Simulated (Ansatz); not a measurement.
# NS+ (triplet): the correlation ladder, def2-QZVPP

The task here is to estimate one member of a computed series from the others.

The runs use Ansatz 0.2.0, Gaussian basis; def2-QZVPP, core rule «outside noble gas», up to 6 orbitals frozen.

To be run: UHF; ROHF; CCSD(T) on UHF.

2 further runs of the same task are left out: 2 set aside as unsound or not needed.

## What is computed

The geometry is a PBE0/def2-TZVP stationary point (not a proven minimum) of the parent state, kept for this charge and spin.

2 atoms, charge 1, spin multiplicity 3.

Atoms are counted from 1 here; the program's logs count them from 0.

Bond lengths: N1–S2 1.423 Å.

The first run:

in.yaml

```yaml
crystal:
  periodic: [false, false, false]
  atoms:
    - {symbol: N, position_ang: [0.000000, 0.000000, 0.000000]}
    - {symbol: S, position_ang: [0.000000, 0.000000, 1.422600]}
basis:
  gaussian: {orbitals: "def2-QZVPP.json"}
total_charge: 1
magnetization: {spin_polarized: true, initial_magnetization: 2}
hamiltonian: {xc: hf}
output: {orbitals: {seedname: orbitals}}
```

Launch:

```sh
$ ansatz run in.yaml --threads 1 --pin off --events-out ev --progress --plain --max-ram 2393MiB
```

Steps of the session up to this table: UHF; ROHF; CCSD(T) on UHF.

One table of the session follows, with a row left open; its other results are not shown here.

| method | from UCCSD(T) (meV) |
| --- | --- |
| ROHF | +9714.2 |
| UHF | +9346.3 |
| UMP2 | +1723.7 |
| UCCSD | ? |
| UCCSD(T) | 0 |

Estimate the missing values for UCCSD.

The run gave: from UCCSD(T) (meV): +524.8. In the column «from UCCSD(T) (meV)» it lies between UCCSD(T) (0) and UMP2 (+1723.7).

To keep in mind: Warnings: spin contamination; coupled cluster took another determinant than the lowest.
